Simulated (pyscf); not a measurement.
Structures and frequencies: ωB97X-D3(BJ)/def2-SVP in PySCF.

SMILES: F[Si](F)(O)O
```xyz
7

O     -2.0430    -1.1336    -0.5440
Si    -0.4280    -1.1710    -0.3446
O      0.2897    -1.6276    -1.7414
F      0.0514     0.2823     0.1383
F      0.0145    -2.1718     0.8373
H     -2.4221    -1.7047    -1.2192
H      1.2210    -1.8699    -1.7296
```
Charge 0, spin multiplicity 1.

List the bond dissociation enthalpies at 298 K of HO–Si(OH)(F)–F from ωB97M-D3(BJ)/def2-TZVP, from the weakest bond up.

H–O to •O–Si(OH)(F)–F + H•: 5.29 eV; O–Si to OH• + HO–Si•(F)–F: 6.03 eV; F–Si to HO–Si•(OH)–F + F•: 7.11 eV. Ring and multiple bonds, and those that leave no two simple radicals, are not listed. Other isomers of HO–Si•(F)–F, •O–Si(OH)(F)–F, HO–Si•(OH)–F were not searched in full and may lie lower. Left out: the spin-orbit lowering of F, OH.
